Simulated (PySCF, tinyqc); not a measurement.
Ways to converge the cycle: SCF convergence aids in the sto-3g basis, for BH, spin multiplicity 1. Computed by the program tinyqc with PySCF. RHF with one setting changed at a time; a run stops when the energy changes by less than 1e-09 hartree and the error matrix is below 1e-5. The start is random orbitals. Damping d keeps d of the old density; a shift (hartree) raises the virtual levels; DIIS n extrapolates F over n matrices.

Geometry (angstrom):
```
atom,x,y,z
B,0.0000,0.0000,0.0000
H,0.0000,0.0000,2.0080
```

lowest restricted solution found by these runs and by PySCF = -24.610177 hartree

Largest element of the error matrix X^T (FDS - SDF) X:
```
iteration,plain,damping 0.3,damping 0.6,shift 0.4,DIIS 3,DIIS 8
1,4.1e+00,4.1e+00,4.1e+00,4.1e+00,4.1e+00,4.1e+00
2,3.0e-01,1.4e+00,2.6e+00,5.1e-01,3.0e-01,3.0e-01
3,8.3e-02,5.0e-01,1.6e+00,1.0e-01,8.2e-02,8.2e-02
4,6.2e-02,1.8e-01,1.0e+00,9.6e-02,5.8e-02,5.8e-02
5,4.5e-02,6.6e-02,6.3e-01,8.9e-02,3.8e-02,3.9e-02
6,3.4e-02,5.3e-02,4.0e-01,8.0e-02,2.1e-02,1.5e-02
8,1.8e-02,3.5e-02,1.6e-01,6.1e-02,4.0e-03,4.5e-03
10,9.2e-03,2.4e-02,6.4e-02,4.5e-02,7.0e-05,2.5e-04
14,2.3e-03,9.8e-03,3.2e-02,2.6e-02,-,2.6e-08
20,2.8e-04,2.5e-03,1.7e-02,9.7e-03,-,-
30,8.6e-06,2.5e-04,4.9e-03,1.8e-03,-,-
45,-,7.7e-06,7.5e-04,1.4e-04,-,-
60,-,-,1.1e-04,1.1e-05,-,-
```

How each run ends:
```
run,iterations,E (hartree),state
plain,30,-24.61018,lowest found
damping 0.3,45,-24.61018,lowest found
damping 0.6,>60,-24.61018,"falls steadily but slowly, by a factor of about 0.88 a step"
shift 0.4,>60,-24.61018,"falls steadily but slowly, by a factor of about 0.84 a step"
DIIS 3,13,-24.61018,lowest found
DIIS 8,14,-24.61018,lowest found
```

What does the comparison show, and why?

4 of 6 runs reach the lowest restricted solution found, in 13 to 45 iterations (fastest: DIIS 3). Not converged: damping 0.6, shift 0.4. Plain steps already contract here, so damping only slows them. DIIS 3 and DIIS 8 gain by cancelling the error over several earlier matrices, much as a quasi-Newton step does. The restricted reference is unstable here: a spin-polarised solution lies 0.0296 hartree lower (PySCF), so results built on it describe a poor reference.
